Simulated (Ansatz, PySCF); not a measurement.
Molecule: C₂H₄Cl, charge -1, multiplicity 1. It need not be the lowest isomer of its formula. Whether it binds its extra electron was not tested at this geometry. 
Coordinates optimised at B3LYP-D3(BJ)/def2-TZVP (Ansatz, an electronic-structure program):
```
C
H 1 1.0970
H 1 1.1016 2 106.76
H 1 1.1108 2 106.48 3 114.12
C 1 1.5220 2 111.66 3 -116.35
H 5 1.1037 1 106.21 2 -173.33
Cl 5 1.9815 6 96.73 1 -106.15
```
Charge -1, spin multiplicity 1.

Total electronic energies in hartree. Correlated levels leave the core frozen unless marked. No spin-orbit coupling. No relativistic terms. Basis-set limits of correlation are two-point, X^-3; Hartree-Fock from the larger set. The bracket is a focal-point correction in the basis named.

| level | program | energy (Eh) |
|---|---|---|
| HF/STO-3G | Ansatz | -531.51653 |
| HF/cc-pwCVTZ | Ansatz | -537.53790 |
| RI-HF/aug-cc-pV(T+d)Z | Ansatz | -537.54366 |
| BP86/def2-TZVPD | PySCF | (withheld) |
| TPSS/def2-TZVPD | PySCF | (withheld) |
| r2SCAN/def2-TZVPD | Ansatz | -538.73766 |
| r2SCAN0-D4/def2-TZVPD | Ansatz + dftd4 | -538.72603 |
| PW6B95-D4/def2-TZVPD | PySCF + dftd4 | -539.27896 |
| B2PLYP/def2-TZVPD | Ansatz | -538.60944 |
| MP2/6-31G | Ansatz | -537.63448 |
| RI-MP2/aug-cc-pV(Q+d)Z | Ansatz | -538.15398 |
| CCSD/aug-cc-pV(D+d)Z | Ansatz | -538.01772 |
| CCSD/cc-pVTZ | Ansatz | -538.12498 |
| CCSD/cc-pwCVTZ | Ansatz | -538.13380 |
| RI-MP2/CBS(aug-cc-pV(T+d)Z,aug-cc-pV(Q+d)Z)+[CCSD(T)-MP2]/aug-cc-pV(T+d)Z | Ansatz | -538.2449 |

Fill in the missing entries.


- BP86/def2-TZVPD, energy (Eh): -538.87054
- TPSS/def2-TZVPD, energy (Eh): -538.85954
